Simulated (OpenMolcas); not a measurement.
# triplet COF2 at 6 levels

Aim: a comparison of 6 runs (UB3LYP/6-31G*, U-r2SCAN/aug-cc-pVDZ, UBLYP/aug-cc-pVDZ, UM06-2X/aug-cc-pVDZ, UPBE/aug-cc-pVDZ) of triplet COF2. 

The calculation is run with OpenMolcas 26.06.

## 1. The system as given

The species is COF2 (4 atoms), meant as a triplet with charge 0. As SMILES of the parent species, `O=C(F)F`. The shape is that of a PBE0-D4/def2-TZVP optimisation. That shape belongs to the parent species and isn't relaxed for this state.

Bond lengths: O1–C2 1.169 Å, C2–F3 1.309 Å, C2–F4 1.309 Å. Angles: O1–C2–F3 126.1°, O1–C2–F4 126.1°, F3–C2–F4 107.8°.

## 2. A single-point energy at UB3LYP/6-31G(d) (spherical functions) (run 1)

mol.inp

```
>>> EXPORT MOLCAS_PRINT=2

&GATEWAY
  BasLib = $CurrDir
  Coord
  4
  angstrom
  O       -1.242660      -0.157400       0.153910
  C       -0.091830      -0.011630       0.011370
  F        0.845490      -0.826670       0.424670
  F        0.488990       0.995700      -0.589960
  Basis = 6-31Gs
  Group = NoSym

&SEWARD
  GridInput
  Grid=UltraFine
  End of Grid

&SCF
  UHF
  Spin = 3
  KSDFT = B3LYP
  Thresholds = 1e-10 1e-07 1e-07 1e-05
  PrOrbitals = 1 1
```

The basis set 6-31G* is read from a file made from the Basis Set Exchange's data (not shown).

Launch:

```
$ export MOLCAS_MEM=1860
$ pymolcas mol.inp > mol.log
```

Standard output:

```text
--- Start Module: gateway ---
[...]
--- Stop Module: gateway /rc=_RC_ALL_IS_WELL_ ---
--- Start Module: seward ---
[...]
      Basis functions           56
--- Stop Module: seward /rc=_RC_ALL_IS_WELL_ ---
--- Start Module: scf ---
[...]
       Convergence after  19 Iterations
[...]
::    Total KS-DFT energy                            -312.7560936448
[...]
      Total spin, S                                     1.0016350087
[...]
      Total electronic charge=   32.000000
      Total            charge=   -0.000000
[...]
      Dipole Moment (debye):
      Origin of the operator (angstrom)=    0.0663    0.0084   -0.0082
                   X= -3.3507E-01               Y= -4.2427E-02               Z=  4.1495E-02           Total=  3.4029E-01
      Quadrupole Moment (debye*angstrom):
[...]
--- Stop Module: scf /rc=_RC_ALL_IS_WELL_ ---
[...]
```

Wall time 19 s (1 thread of Arm Neoverse V2, shared host); peak memory 0.39 GiB.

## 3. The energy at UB3LYP/6-31G(d) (Cartesian functions) (run 2)

test.inp

```
&gateway
  baslib
  $CurrDir
  coord
  4
  angstrom
  O       -1.242660      -0.157400       0.153910
  C       -0.091830      -0.011630       0.011370
  F        0.845490      -0.826670       0.424670
  F        0.488990       0.995700      -0.589960
  basis
  6-31Gs
  group
  NoSym

&seward
  gridinput
  Grid=UltraFine
  End of Grid

&scf
  uhf
  spin
  3
  ksdft
  B3LYP
  thresholds
  1e-10 1e-07 1e-07 1e-05
  prorbitals
  1 2
```

The basis set 6-31G* is read from a file made from the Basis Set Exchange's data (not shown).

Launch:

```
$ export MOLCAS_MEM=1860
$ pymolcas test.inp > test.log
```

Standard output:

```text
--- Start Module: gateway ---
[...]
--- Stop Module: gateway /rc=_RC_ALL_IS_WELL_ ---
--- Start Module: seward ---
[...]
      Basis functions           60
--- Stop Module: seward /rc=_RC_ALL_IS_WELL_ ---
--- Start Module: scf ---
[...]
       Convergence after  19 Iterations
[...]
::    Total KS-DFT energy                            -312.7598916526
[...]
      Total spin, S                                     1.0016390870
[...]
      Total electronic charge=   32.000000
      Total            charge=   -0.000000
[...]
      Dipole Moment (debye):
      Origin of the operator (angstrom)=    0.0663    0.0084   -0.0082
                   X= -3.3216E-01               Y= -4.2059E-02               Z=  4.1135E-02           Total=  3.3733E-01
      Quadrupole Moment (debye*angstrom):
[...]
--- Stop Module: scf /rc=_RC_ALL_IS_WELL_ ---
[...]
```

It took 21 s on 1 thread of Arm Neoverse V2, shared host; peak memory 0.39 GiB.

Runs 3 to 5 aren't shown in full; the table further down has their settings and results.

## 4. A single-point energy at UPBE/aug-cc-pVDZ (run 6)

job.inp

```
* CF2O Kohn-Sham DFT

&gateway
 baslib=$CurrDir
 coord
 4
 angstrom
 O       -1.242660      -0.157400       0.153910
 C       -0.091830      -0.011630       0.011370
 F        0.845490      -0.826670       0.424670
 F        0.488990       0.995700      -0.589960
 basis=aug-cc-pVDZ
 group=NoSym

&seward
 gridinput
 Grid=UltraFine
 End of Grid

&scf
 uhf
 spin=3
 ksdft=PBE
 thresholds=1e-10 1e-07 1e-07 1e-05
 prorbitals=1 2
```

The basis set aug-cc-pVDZ is read from a file made from the Basis Set Exchange's data (not shown).

Launch:

```
$ export MOLCAS_MEM=1860
$ pymolcas job.inp > job.log
```

Standard output:

```text
--- Start Module: gateway ---
[...]
--- Stop Module: gateway /rc=_RC_ALL_IS_WELL_ ---
--- Start Module: seward ---
[...]
      Basis functions           92
--- Stop Module: seward /rc=_RC_ALL_IS_WELL_ ---
[...]
--- Start Module: scf ---
[...]
       Convergence after  24 Iterations
[...]
::    Total KS-DFT energy                            -312.5140375317
[...]
      Total spin, S                                     1.0012349976
[...]
      Total electronic charge=   32.000000
      Total            charge=   -0.000000
[...]
      Dipole Moment (debye):
      Origin of the operator (angstrom)=    0.0663    0.0084   -0.0082
                   X= -2.2567E-02               Y= -2.8446E-03               Z=  2.7904E-03           Total=  2.2916E-02
      Quadrupole Moment (debye*angstrom):
[...]
--- Stop Module: scf /rc=_RC_ALL_IS_WELL_ ---
[...]
```

Run time: 59 s. Hardware: 1 thread of Arm Neoverse V2, shared host; peak memory 0.5 GiB.

## 5. The series

```
run                                level  Cartesian functions  energy (Eh)  dipole moment (D)  HOMO energy (eV)   ⟨S²⟩  wall time
  1  UB3LYP/6-31G* (spherical functions)                   no  -312.756094               0.34             -2.82  2.005       19 s
  2  UB3LYP/6-31G* (Cartesian functions)                  yes  -312.759892               0.34             -2.83  2.005       21 s
  3                 U-r2SCAN/aug-cc-pVDZ                   no  -312.682399               0.31             -2.38  2.008       82 s
  4                    UBLYP/aug-cc-pVDZ                   no  -312.786278               0.03             -1.89  2.004       59 s
  5                  UM06-2X/aug-cc-pVDZ                   no  -312.706714               0.71             -5.07  2.006       76 s
  6                     UPBE/aug-cc-pVDZ                   no  -312.514038               0.02             -1.91  2.004       59 s
```

## 6. What came out

| quantity | value |
| --- | --- |
| run 6: total energy | -312.51404 Eh |
| run 6: dipole moment | 0.02 D |
| run 6: HOMO energy (highest over α and β) | -1.91 eV |
| run 6: ⟨S²⟩ | 2.004 |

**Reading.** The dipole moment (its size) runs from 0.02 D (UPBE/aug-cc-pVDZ) to 0.71 D (UM06-2X/aug-cc-pVDZ). Totals of different functionals can't be ranked against each other. All runs together took 5.3 min, the longest 82 s.
